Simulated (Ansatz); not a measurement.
Compare A (`COC=S`) with its isomer B (`SC1CO1`).

Isolated molecules relaxed with PBE0-D4/def2-TZVP in Ansatz; ΔE leaves out vibrations. CCSD(T)/CBS is the MP2 limit (def2-TZVPP, def2-QZVPP) plus CCSD(T) − MP2 in def2-TZVPP, frozen cores. Functionals use def2-TZVPP. B3LYP here is the variant with VWN-RPA as its local correlation; programs differ in this. Each species was taken in one conformer, which may not be the lowest.

A:

```xyz
8

C    -0.058    1.071   -0.039
O    -0.737   -0.170    0.134
C     0.006   -1.262    0.056
S    -0.567   -2.757    0.223
H    -0.814    1.847    0.057
H     0.704    1.205    0.733
H     0.400    1.125   -1.029
H     1.066   -1.059   -0.134
```

B:

Z-matrix (Å, degrees):
```
C
C 1 1.455
O 1 1.407 2 59.7
S 1 1.780 2 124.7 3 -107.1
H 1 1.088 2 119.2 3 103.7
H 2 1.087 1 120.2 3 -103.1
H 2 1.087 1 119.0 3 103.6
H 4 1.343 1 96.3 2 19.2
```

(1) Which isomer does CCSD(T)/CBS put lower? Give the gap. (Best estimate.)

(2) Give E(B) − E(A) in kcal/mol with CCSD(T)/def2-SVP, BLYP-D4, B3LYP-D4, HF/def2-TZVPP, ωB97M-V, LDA (SPW92), MP2/def2-TZVPP. (Best estimate.)

(3) Does the order hold for the free energy at 298.15 K (harmonic terms from PBE0-D4)? (Best estimate.)

Largest T1 diagnostic: 0.017.

## Answers

(1) Ansatz gave: A, by 13.3 kcal/mol.

(2) Computed: CCSD(T)/def2-SVP 15.4, BLYP-D4 18.0, B3LYP-D4 16.2, HF/def2-TZVPP 15.9, ωB97M-V 12.4, LDA (SPW92) 11.9, MP2/def2-TZVPP 12.7. None reverses the order clearly.

(3) The calculation gave: Yes: G(B) − G(A) = +12.8 kcal/mol, for one conformer each. Modes under 60 cm⁻¹, often nearly free rotors, make the harmonic entropy too high.

Leaving LDA and LC-ωPBE aside and taking each functional with its dispersion term where it has one, the values, not all of them listed here, spread over 7.5 kcal/mol, from ωB97X-V to BLYP-D4. LDA lies −1.5 kcal/mol from PBE without D4. In def2-TZVPP, CCSD(T) changes the Hartree–Fock value by −2.2 kcal/mol (the triples alone add +0.9 kcal/mol) and MP2 by −3.2 kcal/mol.
